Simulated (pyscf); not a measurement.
Thermochemistry of product channels of `[OH][Si][OH]` [singlet] + `[FH]` on the singlet surface, in kcal/mol, from CCSD(T)/def2-TZVPP + ΔMP2(QZVPP) energies (ideal gas, 1 atm, RRHO with modes under 100 cm⁻¹ raised to 100, one conformer, R ln 2 for chiral ones without a mode under 150 cm⁻¹). Single points on ωB97X-D3(BJ)/def2-SVP structures (PySCF, gas phase). MP2 and CC: frozen core, UHF for open shells. ΔMP2 is the change of the MP2 total energy from the triple- to the quadruple-zeta basis.

```json
[
 {"products": "`[OH][SiH]([OH])[F]`", "ΔE": "-69.5", "ΔH(298 K)": "-68.9", "ΔG(298 K)": "-59.5", "ΔG(1200 K)": "-31.8"},
 {"products": "`[OH2]` + `[OH][Si][F]` [singlet]", "ΔE": "-8.7", "ΔH(298 K)": "-8.4", "ΔG(298 K)": "-9.3", "ΔG(1200 K)": "-10.8"}
]
```

These are energies of the channels, which say nothing of barriers. The CCSD(T) − MP2 part came from Ansatz, without density fitting, on the same reference.
